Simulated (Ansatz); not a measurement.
Reaction (SMILES): C=C (C2H4) + 2 [H][H] (H2) → 2 C (CH4)
B3LYP-D3(BJ)/def2-TZVP geometries, fixed; electronic energies without zero-point terms.

Basis-set convergence of the energy of full hydrogenation at r2SCAN with Ansatz (an electronic-structure program). Cartesian d functions, on some or all atoms, in 6-31G*, 6-31G**; all else is spherical. The program fits the integrals of some runs and decomposes those of others, by size. No added dispersion term, no relativity. Functions are those of the species that has most. Reference: the value in aug-pcseg-3, -60.50 kcal/mol, itself unsure by roughly 0.03 kcal/mol (its mean distance from aug-cc-pVQZ, cc-pV5Z, def2-QZVPPD). Deviations are taken from unrounded values.

```json
[
 {"basis": "STO-3G", "functions": "14"},
 {"basis": "3-21G", "functions": "26"},
 {"basis": "6-31G", "functions": "26"},
 {"basis": "pcseg-0", "functions": "26"},
 {"basis": "6-31G*", "functions": "38"},
 {"basis": "cc-pVDZ", "functions": "48"},
 {"basis": "pcseg-1", "functions": "48"},
 {"basis": "6-31G**", "functions": "50"},
 {"basis": "6-311G**", "functions": "60"},
 {"basis": "cc-pVTZ", "functions": "116"},
 {"basis": "pcseg-2", "functions": "116"},
 {"basis": "cc-pVQZ", "functions": "230"},
 {"basis": "pcseg-3", "functions": "252"},
 {"basis": "cc-pV5Z", "functions": "402"}
]
```

Problem. Which is the smallest set listed that can be trusted to 4 kcal/mol here, that is, within that of the reference together with its larger relatives (same family, alike in diffuse functions; a set with none to test it counts only in the reference's own line)?

Solution. The smallest set listed that lies within 4 kcal/mol of the reference with all its larger relatives (same family, alike in diffuse functions; a set with none counts only in the reference's own line) is 6-31G (26 functions, -3.41 kcal/mol off), level with pcseg-0. Value minus reference: STO-3G -18.95, 3-21G -4.57, 6-31G -3.41, pcseg-0 -2.44, 6-31G* -2.57, cc-pVDZ -1.52, pcseg-1 -1.20, 6-31G** -2.54, 6-311G** -1.06, cc-pVTZ -0.42, pcseg-2 -0.34, cc-pVQZ -0.04, pcseg-3 -0.01, cc-pV5Z 0.02 kcal/mol.
